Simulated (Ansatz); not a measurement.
Consider the substitution at a C–C bond: `N=C(O)CO` + `N=CF` → `OC/N=C\F` + `N=CO`.

Program: Ansatz. Geometries: PBE0-D4/def2-TZVP. ΔE: electronic, gas phase. CBS: MP2 limit from def2 TZ/QZ plus the TZ coupled-cluster correction, frozen cores. This one scheme is used for every species. Functionals use def2-TZVPP. B3LYP here is the variant with VWN-RPA as its local correlation; programs differ in this. One conformer a species, not always the lowest.

```tsv
species	B3LYP-D4 energy (Eh)
`N=C(O)CO`	-284.54481
`N=CF`	-193.97277
`OC/N=C\F`	-308.55366
`N=CO`	-169.95772
```

(1) Work out ΔE.

Largest T1 diagnostic among the species: 0.014.

Answers

(1) ΔE = (-308.55366) + (-169.95772) − (-284.54481) − (-193.97277) = 0.00620 Eh = +3.9 kcal/mol. CCSD(T)/CBS gives +4.9 kcal/mol.

From PBE to PBE0 (25 % exact exchange), in def2-TZVPP and without D4, ΔE moves by +1.0 kcal/mol.
